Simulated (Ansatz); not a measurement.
Geometry optimisation, Ansatz, RKS B3LYP-D4/6-31G*.

The input (input.yaml):

```yaml
crystal:
  periodic: [false, false, false]
  atoms:
    - { symbol: B, position_ang: [-0.1987, -0.9082, -1.2658] }
    - { symbol: C, position_ang: [0.449, -0.6085, 0.1221] }
    - { symbol: Si, position_ang: [-0.1716, 1.0178, 0.8222] }
    - { symbol: H, position_ang: [-1.3484, -0.9553, -1.3484] }
    - { symbol: H, position_ang: [0.4087, -0.9807, -2.2729] }
    - { symbol: H, position_ang: [1.553, -0.5501, -0.0138] }
    - { symbol: H, position_ang: [0.2247, -1.4277, 0.8243] }
    - { symbol: H, position_ang: [-1.5578, 0.9861, 1.0191] }
    - { symbol: H, position_ang: [0.5189, 1.2615, 2.1752] }
    - { symbol: H, position_ang: [0.2053, 2.114, -0.059] }
basis:
  gaussian: { orbitals: "6-31G*" }
hamiltonian:
  xc: b3lyp
  dispersion: d4
relax:
  f_tol: 0.02
  max_steps: 40
```

Command:

```bash
$ ansatz run input.yaml --threads 1 --pin off --max-ram 2048MiB --backend cpu --events-out ev --progress --plain --runs-dir out
```

Task: Where does it end, and by what steps?

Result: The run converged. After 7 steps the energy has fallen by 0.257 eV; H5 moved furthest, 0.49 Å.

```
step  energy less start (eV)  largest force component (eV/Å)  accepted
   0                  0.0000                           2.128       yes
   1                 -0.1523                           1.060       yes
   2                 -0.2139                           0.474       yes
   3                 -0.2320                           0.514       yes
   4                 -0.2533                           0.111       yes
   5                 -0.2560                           0.067       yes
   6                 -0.2570                           0.025       yes
   7                 -0.2570                           0.003       yes
```

```xyz
10
Properties=species:S:1:pos:R:3
B -0.217 -0.885 -1.250
C 0.453 -0.690 0.126
Si -0.102 1.014 0.790
H -1.311 -1.365 -1.336
H 0.316 -0.497 -2.250
H 1.548 -0.642 0.094
H 0.133 -1.409 0.891
H -1.577 1.062 0.966
H 0.541 1.255 2.109
H 0.300 2.105 -0.137
```

Time of the run: 19 s on 1 thread of Arm Neoverse V2 (shared host), peak memory 0.13 GiB.
